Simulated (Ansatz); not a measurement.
A made-up structure of C2H5O (charge +1), closed shell:

C1  (-0.881, 0.533, -0.811)
O2  (-0.338, -0.491, -0.398)
C3  (0.702, -0.475, 0.639)
H4  (-1.641, 0.402, -1.583)
H5  (-0.611, 1.519, -0.420)
H6  (0.311, -1.098, 1.442)
H7  (1.570, -0.940, 0.177)
H8  (-0.535, -1.441, -0.383)
(Å)

It is relaxed with PBE-D4/def2-SVP and then PBE0-D4/def2-TZVP (Ansatz 0.2.0). Atoms count as bonded within 1.22 times the sum of their covalent radii (H–H: 0.88 Å). The end point is not checked to be a true minimum.

Problem. Does its bonding change? (A judgement: the text doesn't fix the answer.)

Solution. Computed: No: no bond forms or breaks.

Where it ends: The first stage lowers the energy by 2.18 eV in 11 steps. It ends as C₂H₅O ([CH2][OH][CH2]), total charge +1:
```xyz
8
angstrom
C -0.8000 0.5140 -0.9458
O -0.4042 -0.5194 -0.1752
C 0.6596 -0.7545 0.6194
H -1.7299 0.3500 -1.4611
H -0.1420 1.3659 -0.9547
H 0.6474 -1.7165 1.1009
H 1.3812 0.0421 0.6779
H -1.0348 -1.2730 -0.1979
```

Labels in which every atom is bracketed show which atoms are joined, not bond orders.

For scale, one of the runs: PBE0-D4/def2-TZVP relaxation, 123 basis functions, launched by `ansatz run in.yaml --threads 2 --pin off --events-out ev --progress --plain --max-ram 4352MiB`. Hardware: 2 CPU threads of an Arm Neoverse V1, shared host. Wall time about 11 s.
